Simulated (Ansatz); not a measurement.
For hcp Lu, rVV10 (Ansatz, a first-principles code, PAW) gives:

| Quantity | Value |
|---|---|
| lattice parameter a | 3.486 Å |
| c axis length | 5.452 Å |

### Question
What does PBE0 (PAW; Ansatz) give for the same quantities?

### Answer

- lattice constant a: 3.555 Å (increases by 2.0 %)
- lattice parameter c: 5.552 Å (grows by 1.8 %)

For comparison: lattice constant a 3.505 Å (measured, 293 K, not corrected to a static lattice; as tabulated in Wikipedia's data pages); lattice parameter c 5.549 Å (measured, 293 K, no zero-point or thermal correction, our sources range from 5.549 to 5.563; as tabulated in Wikipedia's data pages).

Changes are worked out from the printed values.

Unless a cell is named, each level is at its own relaxed cell (rVV10 28.69, PBE0 30.39 Å³/atom).

Levels without +SOC leave out spin–orbit coupling, which shifts energies and cells of such heavy elements.

Ansatz's density-functional and Hartree–Fock values are scalar-relativistic unless marked +SOC, with PAW data made under PBE.
